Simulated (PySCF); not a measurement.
Isomers of C4H7ClO, one GFN2-xTB conformer each. Single-point energies are computed at PBE0/pcSseg-1 (PySCF, gas phase, no added dispersion term), electronic only.

| SMILES | GFN2-xTB relative energy (kcal/mol) |
| --- | --- |
| CO/C=C\CCl | 24.7 |
| C=C[C@H](Cl)CO | 27.7 |
| ClCC1COC1 | 20.7 |
| CC(C)C(=O)Cl | 0.0 |
| O=CCCCCl | 16.6 |
| CO[C@@H]1C[C@H]1Cl | 24.6 |

Conformers: `[CH3:1][O:2]/[CH:3]=[CH:4]\[CH2:5][Cl:6]` with C1–O2–C3–C4 180°, C3–C4–C5–Cl6 -110°; `[CH2:1]=[CH:2][C@H:3]([Cl:4])[CH2:5][OH:6]` with C1–C2–C3–Cl4 -109°, C2–C3–C5–O6 57°, C3–C5–O6–H 54°; `[Cl:1][CH2:2][CH:3]1[CH2:4][O:5][CH2:6]1` with Cl1–C2–C3–C4 -170°; `[CH3:1][CH:2]([CH3:3])[C:4](=[O:5])[Cl:6]` with C1–C2–C4–O5 107°; `[O:1]=[CH:2][CH2:3][CH2:4][CH2:5][Cl:6]` with O1–C2–C3–C4 2°, C2–C3–C4–C5 71°, C3–C4–C5–Cl6 64°; `[CH3:1][O:2][C@@H:3]1[CH2:4][C@H:5]1[Cl:6]` with C1–O2–C3–C4 155°.

Q: What does PBE0/pcSseg-1 give for the same structures?

A: 
```json
{"SMILES": "CC(C)C(=O)Cl", "PBE0/pcSseg-1 E (Eh)": "-691.60995", "PBE0/pcSseg-1 (kcal/mol)": "0.0", "GFN2-xTB (kcal/mol)": "0.0", "point group": "C1"}
{"SMILES": "O=CCCCCl", "PBE0/pcSseg-1 E (Eh)": "-691.58980", "PBE0/pcSseg-1 (kcal/mol)": "12.6", "GFN2-xTB (kcal/mol)": "16.6", "point group": "C1"}
{"SMILES": "C=C[C@H](Cl)CO", "PBE0/pcSseg-1 E (Eh)": "-691.56521", "PBE0/pcSseg-1 (kcal/mol)": "28.1", "GFN2-xTB (kcal/mol)": "27.7", "point group": "C1"}
{"SMILES": "CO/C=C\\CCl", "PBE0/pcSseg-1 E (Eh)": "-691.55702", "PBE0/pcSseg-1 (kcal/mol)": "33.2", "GFN2-xTB (kcal/mol)": "24.7", "point group": "C1"}
{"SMILES": "ClCC1COC1", "PBE0/pcSseg-1 E (Eh)": "-691.55376", "PBE0/pcSseg-1 (kcal/mol)": "35.3", "GFN2-xTB (kcal/mol)": "20.7", "point group": "C1"}
{"SMILES": "CO[C@@H]1C[C@H]1Cl", "PBE0/pcSseg-1 E (Eh)": "-691.54471", "PBE0/pcSseg-1 (kcal/mol)": "40.9", "GFN2-xTB (kcal/mol)": "24.6", "point group": "C1"}
```

Both levels put the same isomer lowest; measured from each level's own lowest isomer, the values differ by up to 16.3 kcal/mol (CO[C@@H]1C[C@H]1Cl: 24.6 against 40.9). As drawn, the lowest has a C=O bond, which the highest lacks; the highest has a three-membered ring, which the lowest lacks. Neighbours under 2.5 kcal/mol apart (CO/C=C\CCl and ClCC1COC1) can change places with a better method, another conformer or zero-point energy.

Q: Which frontier levels, dipoles and rotational constants go with these structures?

A: 
```csv
SMILES,"HOMO (eV, PBE0/pcSseg-1)",LUMO (eV),dipole (D),"A, B, C (MHz)"
CC(C)C(=O)Cl,-8.46,-0.97,3.04,"4444, 2084, 1622"
O=CCCCCl,-7.65,-0.77,2.11,"5639, 1463, 1446"
C=C[C@H](Cl)CO,-7.88,-0.51,1.65,"3194, 2422, 1602"
CO/C=C\CCl,-6.72,-0.01,3.76,"7945, 1158, 1091"
ClCC1COC1,-7.37,0.64,1.69,"8238, 1502, 1359"
CO[C@@H]1C[C@H]1Cl,-7.28,0.86,1.24,"5862, 1636, 1368"
```
